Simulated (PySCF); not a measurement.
## Orbital energies and ionisation energy

Species: difluoroacetylene, C2F2.
Cartesian coordinates in Å at the PBE0-D3(BJ)/def2-SVP level; atoms count from 1:
```
atom  x, y, z in Å
F1    -1.4171   -1.1728    0.1522
C2    -0.4515   -0.3736   -0.1001
C3     0.4515    0.3736   -0.3357
F4     1.4171    1.1728   -0.5881
```

Level: PBE0/def2-SVPD (PySCF). Frontier orbitals with their largest atomic shares (Löwdin; up to four atoms above 4 %):

```json
{"orbital": "HOMO−3", "ε (eV)": "-14.63", "main atoms": "F4 44 %, F1 44 %, C3 6 %, C2 6 %"}
{"orbital": "HOMO−2", "ε (eV)": "-14.63", "main atoms": "F4 44 %, F1 44 %, C3 6 %, C2 6 %"}
{"orbital": "HOMO−1", "ε (eV)": "-8.30", "main atoms": "?"}
{"orbital": "HOMO", "ε (eV)": "-8.30", "main atoms": "?"}
{"orbital": "LUMO", "ε (eV)": "0.27", "main atoms": "C3 42 %, C2 42 %, F4 8 %, F1 8 %"}
{"orbital": "LUMO+1", "ε (eV)": "0.46", "main atoms": "C2 28 %, C3 28 %, F1 22 %, F4 22 %"}
{"orbital": "LUMO+2", "ε (eV)": "2.26", "main atoms": "C3 35 %, C2 35 %, F1 15 %, F4 15 %"}
```

Problem. What vertical ionisation energy does ΔSCF give, and how far is −ε(HOMO) from it?

Solution. ΔSCF: 11.22 eV (1083 kJ/mol; threshold wavelength 110 nm); ⟨S²⟩ of the doublet left behind is 0.752, against 0.75 for a pure doublet. −ε(HOMO) is 8.30 eV, 2.92 eV below it. For the exact functional −ε(HOMO) would equal the first vertical ionisation energy; PBE0 (global hybrid, 25 % exact exchange) falls short of its own ΔSCF value by 26 %.

Problem. On which atoms does the HOMO lie?

Solution. HOMO: C3 37 %, C2 37 %, F1 13 %, F4 13 %; HOMO−1: C3 37 %, C2 37 %, F1 13 %, F4 13 %. These 2 orbitals lie within 0.02 eV of one another; within a degenerate set any mixture serves as well, and the shares of a single orbital can change with the mixture. The HOMO−2 lies 6.33 eV lower.

Problem. Shift the occupied levels rigidly so that −ε(HOMO) equals the ΔSCF value. What binding energies result?

Solution. The shift is +2.92 eV: HOMO 11.22, HOMO−1 11.22, HOMO−2 17.55, HOMO−3 17.55 eV. A rigid shift is only a rough guide to the deeper ionisations.

Problem. With α = 23.5 au, estimate the like-pair dispersion coefficient by London's formula C6 = (3/4)α²I.

Solution. I = 0.4125 Eh, so C6 ≈ 171 au, a rough estimate.

Problem. What total energies stand behind the ΔSCF value?

Solution. E(N) = -275.27480 Eh and E(N − 1) = -274.86234 Eh at the same geometry, 0.41246 Eh apart.

Isolated species at its PBE0-D3(BJ)/def2-SVP geometry, gas phase.
